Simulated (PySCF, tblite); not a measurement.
# C4H7 radical: geometry, infrared bands and EPR parameters

Aim: predict the infrared bands and EPR parameters of C4H7 radical (`C=[C]CC`).

Computed with tblite 0.8.0 and PySCF 2.14.0, with density-fitted response routines of our own, on a single molecule in the gas phase. Atoms are numbered from 0 throughout.

## 1. The molecule as given

11 atoms, charge 0, multiplicity 2; geometry from: force field or distance geometry start.

Bonds of the start (Å): C0–C1 1.29, C1–C2 1.48, C2–C3 1.53, C0–H4 1.09, C0–H5 1.07, C2–H6 1.08, C2–H7 1.09, C3–H8 1.09, C3–H9 1.11, C3–H10 1.09.

## 2. Relaxing the molecule with GFN2-xTB

What the job is given:

```
{"job": {"kind": "relax", "xc": "GFN2-xTB", "basis": "xTB"}, "charge": 0, "multiplicity": 2}
C      1.267800     1.605700    -0.668500
C      0.762500     0.481000    -0.273100
C      0.222400    -0.809300     0.197200
C     -1.287900    -0.702400     0.402600
H      0.616600     2.469300    -0.802300
H      2.314300     1.710300    -0.872400
H      0.699200    -1.102900     1.125200
H      0.431600    -1.580600    -0.541600
H     -1.525100     0.042000     1.167800
H     -1.688600    -1.672600     0.755600
H     -1.807400    -0.437700    -0.516500
```

Run with:

```sh
$ OMP_NUM_THREADS=1 python probes_run.py task.json out
```

This one command runs all jobs of the session in turn.

The log of the run:

```text
step      E/eV     max force
  0    -326.45419    1.436
  1    -326.50790    0.445
  2    -326.51501    0.256
  3    -326.52064    0.370
  4    -326.52481    0.245
  5    -326.52626    0.127
  6    -326.52688    0.100
  7    -326.52804    0.136
  8    -326.52922    0.137
  9    -326.53059    0.111
 10    -326.53208    0.130
 11    -326.53381    0.153
 12    -326.53560    0.139
 13    -326.53738    0.125
 14    -326.53927    0.118
 15    -326.54152    0.127
 16    -326.54408    0.154
 17    -326.54682    0.166
 18    -326.55020    0.220
 19    -326.55519    0.268
 20    -326.56254    0.304
 21    -326.57261    0.335
 22    -326.57206    1.067
 23    -326.59355    0.405
 24    -326.60390    0.333
 25    -326.62859    0.563
 26    -326.63759    0.348
 27    -326.64296    0.260
 28    -326.64831    0.133
 29    -326.65012    0.122
 30    -326.65098    0.058
 31    -326.65126    0.044
 32    -326.65143    0.036
 33    -326.65162    0.048
 34    -326.65177    0.032
 35    -326.65183    0.015
 36    -326.65186    0.013
 37    -326.65189    0.018
 38    -326.65192    0.018
 39    -326.65194    0.009
```

It took 0.22 s on 1 thread of Intel Xeon at 2.50GHz, shared host.

Step by step: (not every step is listed)

```
step  energy from step 0 (eV)  largest force (eV/Å)
   0                   0.0000                1.4355
   1                  -0.0537                0.4448
   2                  -0.0608                0.2562
   3                  -0.0665                0.3701
   4                  -0.0706                0.2451
   5                  -0.0721                0.1265
   6                  -0.0727                0.1003
   7                  -0.0738                0.1361
   8                  -0.0750                0.1369
  10                  -0.0779                0.1303
  12                  -0.0814                0.1387
  14                  -0.0851                0.1180
  16                  -0.0899                0.1537
  18                  -0.0960                0.2202
  20                  -0.1084                0.3039
  22                  -0.1179                1.0670
  24                  -0.1497                0.3327
  26                  -0.1834                0.3483
  28                  -0.1941                0.1330
  30                  -0.1968                0.0576
  32                  -0.1972                0.0364
  34                  -0.1976                0.0316
  35                  -0.1976                0.0152
  36                  -0.1977                0.0131
  37                  -0.1977                0.0181
  38                  -0.1977                0.0179
  39                  -0.1978                0.0088
```

Distances of close pairs at the start and the end, largest changes first:

```
 bond  before (Å)  after (Å)  change (Å)
C3–H9       1.107      1.088      -0.020
C1–C2       1.476      1.456      -0.020
C2–C3       1.528      1.540      +0.012
C2–H6       1.084      1.095      +0.011
C0–H5       1.071      1.081      +0.009
C3–H8       1.094      1.087      -0.007
C2–H7       1.088      1.095      +0.006
C0–H4       1.090      1.093      +0.004
```

The final coordinates are the input of the step that follows.

## 3. Vibrational analysis with GFN2-xTB

What the job is given:

```
{"job": {"kind": "ir", "xc": "GFN2-xTB", "basis": "xTB"}, "charge": 0, "multiplicity": 2}
C      1.105790     1.451190    -0.597883
C      1.135359     0.206813    -0.248690
C      0.304321    -0.899430     0.204404
C     -1.182555    -0.524249     0.341124
H      0.197882     2.060066    -0.623658
H      1.997209     1.985295    -0.894833
H      0.676179    -1.247860     1.173366
H      0.401028    -1.729338    -0.502977
H     -1.300353     0.284302     1.057933
H     -1.752581    -1.384806     0.683497
H     -1.576855    -0.199313    -0.618246
```

The log of the run:

```text
mode    cm-1     km/mol
  1     100.7      3.60
  2     177.6      1.90
  3     219.8      0.12
  4     429.5      0.58
  5     452.7      3.58
  6     804.0     22.35
  7     857.0     17.84
  8     883.8      7.40
  9     970.7      4.15
 10    1028.0      8.01
 11    1054.6      7.50
 12    1075.0      0.27
 13    1226.5      0.37
 14    1298.5      0.23
 15    1378.7      0.51
 16    1389.5      1.86
 17    1452.2      2.11
 18    1490.4      2.70
 19    1501.4      1.08
 20    1814.5     68.60
 21    2840.4     28.46
 22    2930.4     32.58
 23    2947.6     36.40
 24    3028.4     40.77
 25    3039.2     20.93
 26    3043.0     41.51
 27    3045.3     20.66
```

Run time: 0.31 s. Hardware: 1 thread of Intel Xeon at 2.50GHz, shared host.

The strongest bands and the atoms that carry them (share of the mass-weighted mode):

```
cm⁻¹  km/mol                                atoms
 804    22.4  H7 21 %, H6 21 %, H10 15 %, H8 15 %
1814    68.6                     C1 60 %, C0 36 %
2840    28.5                              H4 93 %
2930    32.6                     H6 47 %, H7 44 %
2948    36.4                     H7 49 %, H6 47 %
3028    40.8                              H9 93 %
3039    20.9                              H5 91 %
3043    41.5                    H10 46 %, H8 45 %
```

## 4. EPR parameters: B3LYP/pcH-1

Settings changed since step 3:

```diff
@@ -1,2 +1,2 @@
-{"job": {"kind": "ir", "xc": "GFN2-xTB", "basis": "xTB"}, "charge": 0, "multiplicity": 2}
+{"job": {"kind": "epr", "basis": "pcH-1"}, "charge": 0, "multiplicity": 2}
 C      1.105790     1.451190    -0.597883
```

Level: UKS B3LYP, pcH-1 on C H, non-relativistic, mean-field spin-orbit, GIAO.

The log of the run:

```text
UKS, coarse grid
  cycle   1  E = -156.51609020  |g| = 2.78e-01
  cycle   2  E = -156.51015676  |g| = 3.08e-01
  cycle   3  E = -156.55883971  |g| = 3.63e-02
  cycle   4  E = -156.55908660  |g| = 3.17e-02
  cycle   5  E = -156.55964134  |g| = 6.30e-03
  cycle   6  E = -156.55967614  |g| = 3.04e-03
  cycle   7  E = -156.55968902  |g| = 1.47e-03
  cycle   8  E = -156.55969477  |g| = 5.45e-04
UKS, final grid
  cycle   1  E = -156.55968105  |g| = 4.10e-04
  cycle   2  E = -156.55968125  |g| = 4.73e-04
  cycle   3  E = -156.55968139  |g| = 1.77e-04
  cycle   4  E = -156.55968146  |g| = 1.32e-04
  cycle   5  E = -156.55968150  |g| = 3.71e-05
  cycle   6  E = -156.55968150  |g| = 4.44e-06
E = -156.55968150 Eh   <S^2> = 0.7581 (exact 0.7500)
g shifts (ppm)      1          2          3
  rmc          -151       -151       -151
  gc             33          5          4
  oz_so        -708        -49        759
  total        -827       -196        611
hyperfine (MHz)  atom isotope    a_iso     a_fc   dipolar eigenvalues
    0   13C      -6.55      -6.55    -17.19      1.66     15.53
    1   13C     264.37     264.37    -81.90    -62.44    144.34
    2   13C      13.37      13.37     -4.71     -4.33      9.04
    3   13C      61.32      61.32     -6.53     -6.51     13.04
    4    1H     181.13     181.13     -4.53     -1.94      6.47
    5    1H     119.24     119.24     -6.36     -5.22     11.58
    6    1H      24.79      24.79     -6.87     -5.19     12.06
    7    1H      24.69      24.69     -6.86     -5.18     12.05
    8    1H      -4.54      -4.54     -4.76     -1.66      6.42
    9    1H      14.23      14.23     -4.02     -1.28      5.31
   10    1H      -4.55      -4.55     -4.76     -1.66      6.42
```

Wall time 40 s (1 thread of Intel Xeon at 2.50GHz, shared host); peak memory 0.61 GiB.

Principal g values 2.00149, 2.00212, 2.00293; g(iso) = 2.00218, against 2.00232 for a free electron.

Mean a(iso) over the nuclei that a row names, and the largest dipolar term of the row (other rows stand at the frozen geometry):

```
     nuclei  isotope  a(iso) (MHz)  a(iso) (G, at g = 2.0023)  largest dipolar term (MHz)
         C1      13C         264.4                       94.3                       144.3
         H4       1H         181.1                       64.6                         6.5
         H5       1H         119.2                       42.5                        11.6
         C3      13C          61.3                       21.9                        13.0
     H6, H7       1H          24.7                        8.8                        12.1
         C2      13C          13.4                        4.8                         9.0
         C0      13C          -6.5                       -2.3                       -17.2
H8, H9, H10       1H           1.7                        0.6                         6.4
```

Mulliken spin populations:

```
atom  value (e)
  C0      -0.17
  C1       0.99
  C2      -0.05
  C3       0.06
  H4       0.09
  H5       0.05
  H6       0.01
  H7       0.01
  H8       0.00
  H9       0.01
 H10       0.00
```

In first order the couplings over 0.8 MHz of 1H give 48 distinct lines over 126.7 G, if the averaged nuclei exchange fast.

The fields below are evaluated on a grid from the run's orbitals.

ELF in a plane through or near 7 of the atoms.

Values, 10 rows by 14 columns:
```
0.00 0.00 0.00 0.00 0.00 0.00 0.00 0.00 0.00 0.00 0.00 0.00 0.00 0.00
0.00 0.00 0.00 0.00 0.00 0.01 0.00 0.00 0.00 0.00 0.00 0.00 0.00 0.00
0.00 0.00 0.00 0.02 0.71 0.65 0.00 0.03 0.06 0.03 0.01 0.00 0.00 0.00
0.00 0.00 0.00 0.12 0.99 0.99 0.02 0.19 0.59 0.30 0.54 0.11 0.00 0.00
0.00 0.00 0.38 0.66 0.68 0.77 0.06 0.21 0.43 0.96 1.00 0.81 0.00 0.00
0.00 0.02 0.95 1.00 0.22 0.71 0.57 0.59 0.93 0.73 0.98 0.57 0.00 0.00
0.00 0.00 0.64 0.88 0.21 0.74 0.52 0.33 0.47 0.07 0.01 0.00 0.00 0.00
0.00 0.00 0.00 0.00 0.23 0.87 0.58 0.19 0.42 0.07 0.00 0.00 0.00 0.00
0.00 0.00 0.00 0.00 0.09 0.52 0.13 0.02 0.05 0.02 0.00 0.00 0.00 0.00
0.00 0.00 0.00 0.00 0.00 0.00 0.00 0.00 0.00 0.00 0.00 0.00 0.00 0.00
```
The map spans 11.1 Å across and 8.0 Å up, centred on the molecule. Atoms in the plane (x, y in Å): C0 (-1.9, 0.1), C1 (-0.9, -0.7), C2 (0.5, -0.8), C3 (1.2, 0.6), H4 (-1.8, 1.2), H5 (-2.9, -0.2), H9 (2.3, 0.4).

log10 of the density (e/Å³) in the same plane.

Ten even steps from ' ' (-4.0) to '@' (1.8):
```
                                                        
                                                        
              ..........  ............                  
            ..::::::::::..::::::--::::::..              
          ..::----------::::----------::::..            
          ::--====++====----====++====----::..          
        ..::--++******++======++****++++==--::..        
      ..::--==++**##**++====++**####****++==--::        
    ..::--==++**####****++++++**@@%%####**++--::        
    ..::==++**####@@##****++****########**==--::        
    ..::==++######%%####******####******++==--..        
    ..::==++********##@@######%%##**++====--::..        
    ..::--==++++++****########%%##**====--::..          
      ..::----====++**************++==--::..            
        ....::----==++++++++++++++==----::              
            ..::----==============----::..              
              ..::::----------------::::..              
                ....::::::::::::::::....                
                            ......                      
                                                        
```
The map spans 11.1 Å across and 8.0 Å up, centred on the molecule. Atoms in the plane (x, y in Å): C0 (-1.9, 0.1), C1 (-0.9, -0.7), C2 (0.5, -0.8), C3 (1.2, 0.6), H4 (-1.8, 1.2), H5 (-2.9, -0.2), H9 (2.3, 0.4).

On the surface of density 0.002 e/bohr³ the electrostatic potential runs, from the 1st to the 99th percentile, from -0.80 V near C0 to 0.71 V near H6.

The spin density lies nearest to C1 71 %; H4 7 %; C0 7 % (beta excess).

## 5. Summary of results

| quantity | value |
| --- | --- |
| strongest single infrared mode (GFN2-xTB) | 1814 cm⁻¹, 69 km/mol |
| zero-point energy (GFN2-xTB) | 57.9 kcal/mol |
| g(iso) (B3LYP) | 2.00218 |
| ⟨S²⟩ | 0.758 (exact 0.75) |
| largest a(iso) (averaged by class) | 13C on C1, 264.4 MHz |
| surface potential, 1st and 99th percentile | -0.80 V and 0.71 V |

In words: The optimisation took 39 steps and gained 0.198 eV; among the close pairs (by a distance rule), C3–H9 changed most, from 1.107 to 1.088 Å. No mode is imaginary among the 27: a minimum at this level. The strongest single mode, at 1814 cm⁻¹, moves mainly C1 and C0. Unscaled tight-binding wavenumbers are off by several per cent, some by more. Its intensities can rank the bands wrongly. C1 carries the largest spin population, 0.99 e. The isotropic g lies 0.1 ppt below the free-electron value.
